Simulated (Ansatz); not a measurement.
System: rock-salt TiC. Method: BLYP in Ansatz (PAW).

Settings: plane-wave cutoff 520 eV, 22×22×22 k mesh, Fermi–Dirac smearing 0.05 eV, no spin polarisation, scalar-relativistic PAW data made under PBE.

Pressure at four volumes; x = ln(V/10.502 Å³). One pressure is withheld.

```csv
V (Å³/atom),x,P (GPa)
9.872,-0.0619,?
10.082,-0.0408,10.28
10.502,0.0000,0.01
11.132,0.0583,-11.97
```

**Question.** Pass a parabola P(x) through the three rows shown, estimate the bulk modulus and its pressure derivative near zero pressure, and predict the withheld pressure.

**Answer.** Slopes between the rows: (0.01 − (10.28))/(0.0000 − (-0.0408)) = -251.72 and (-11.97 − (0.01))/(0.0583 − (0.0000)) = -205.49 GPa. Their difference over the span 0.0991 is c = 46.23/0.0991 = 466.5 GPa, so P(x) = 10.28 + (-251.72)(x − (-0.0408)) + 466.5 (x − (-0.0408))(x − (0.0000)). At the middle row B = −dP/dx = −[-251.72 + 466.5 × 0.0408] = 232.7 GPa, and B′ = dB/dP = 2c/B = 4.0. At x = -0.0619 the parabola gives 16.20 GPa; the run gives 16.26 GPa. The Birch–Murnaghan fit to the energies at all volumes has B0 = 232 GPa and B′ = 4.1.

Measured, for comparison: bulk modulus 240 GPa (temperature not stated, no zero-point or thermal correction, our sources range from 235 to 268; as tabulated in Krasnenko and Brik (2013), arXiv:1306.3139). Computed (rounded) less measured: bulk modulus not scored (sources differ).

Ansatz is a quantum-chemistry and plane-wave program.
